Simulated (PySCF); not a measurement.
Work out the structure from these simulated measurements.

Formula: H4NP.

* Rotational structure: rotational constants A, B, C: 91.443, 15.604, 15.203 GHz [PBE0-D3(BJ)/def2-SVP]
* Dipole: 3.03 D [CAM-B3LYP/def2-SVPD]
* UV, first state: lowest singlet excitation: 5.41 eV (229 nm, f = 0.024) [TDDFT CAM-B3LYP/def2-SVPD]
* Polarisability: 36.3 au [CAM-B3LYP/def2-SVPD]
* Triplet: lowest triplet excitation (Tamm–Dancoff): 4.95 eV [TDA CAM-B3LYP/def2-SVPD]
* Valence photoelectron: vertical ionisation energy: 9.18 eV [ΔSCF CAM-B3LYP/def2-SVPD]
* UV, strongest line: among the 10 lowest singlet transitions: S6 at 7.42 eV (167 nm, f = 0.112) [TDDFT CAM-B3LYP/def2-SVPD]
* XPS: P2p3/2 138.5, N1s 403.4, P1s 2152.4 eV [ΔSCF SCAN, pcX-2 on the ionised atom, pcseg-1 elsewhere, spin-free X2C, 2p3/2 from a spin–orbit splitting computed afterwards within the 2p shell]

Electronic properties: PySCF, gas phase, density fitting. Levels stand in brackets. Isolated species at its PBE0-D3(BJ)/def2-SVP geometry, gas phase.

Problem. Propose a structure and show how it fits.

Solution. The core levels belong to: P2p3/2 138.5 eV, phosphorus bonded to N and 3 H; N1s 403.4 eV, nitrogen bonded to P and H; P1s 2152.4 eV, phosphorus bonded to N and 3 H. The first electron is taken from the HOMO, whose largest Löwdin shares are 0.62 on the nitrogen bonded to P and H, 0.21 on the phosphorus bonded to N and 3 H, 0.06 on the N–H hydrogen and 0.05 on a P–H hydrogen. The optimised geometry has point group Cs and is an asymmetric top. Structure: `N=[PH3]`. Computed isomers that give other values at the same levels: `NP` (phosphanamine) (smallest rotational constant: 13.247 GHz; this holds for the one conformer computed).
